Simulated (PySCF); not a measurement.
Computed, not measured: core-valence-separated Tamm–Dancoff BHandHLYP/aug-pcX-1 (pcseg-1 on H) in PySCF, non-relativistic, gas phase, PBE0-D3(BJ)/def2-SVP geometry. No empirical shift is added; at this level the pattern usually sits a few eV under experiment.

Main lines of an unknown, eV (oscillator strength): C K: 286.6 (0.023), 286.6 (0.023), 286.8 (0.027), 286.9 (0.037), 287.2 (0.016); O K: 533.7 (0.011), 533.8 (0.008), 534.0 (0.016), 534.5 (0.021), 534.6 (0.003). Listed: the first five lines at most of each edge with a tenth or more of its strongest line's intensity; roots within 0.03 eV on the same or equivalent atoms are summed. Only the lowest roots were sought, and the top ones are left out.

Question: Which candidate gives them?
A. 1,2-dimethoxyethane, `COCCOC`
B. 3-methoxy-1-propanol, `COCCCO`

Answer: A. 

- `COCCOC`: C K: 286.6 (0.023), 286.6 (0.023), 286.8 (0.027), 286.9 (0.037), 287.2 (0.016); O K: 533.7 (0.011), 533.8 (0.008), 534.0 (0.016), 534.5 (0.021), 534.6 (0.003). First C line listed at 286.6 eV, hole on the methoxy carbon; first O line listed at 533.7 eV, hole on the ether oxygen.
- `COCCCO`: C K: 285.5 (0.018), 285.9 (0.023), 286.5 (0.006), 286.6 (0.022), 286.6 (0.025); O K: 532.1 (0.021), 533.8 (0.009), 533.9 (0.008), 534.2 (0.014), 534.3 (0.004). First C line listed at 285.5 eV, hole on the chain CH2 carbon; first O line listed at 532.1 eV, hole on the alcohol oxygen.

One conformer each; other structures than these candidates weren't tested.

Shape of the structure used: `[CH3:1][O:2][CH2:3][CH2:4][O:5][CH3:6]`: C1–O2–C3–C4 180°, O2–C3–C4–O5 177°, C3–C4–O5–C6 81°.
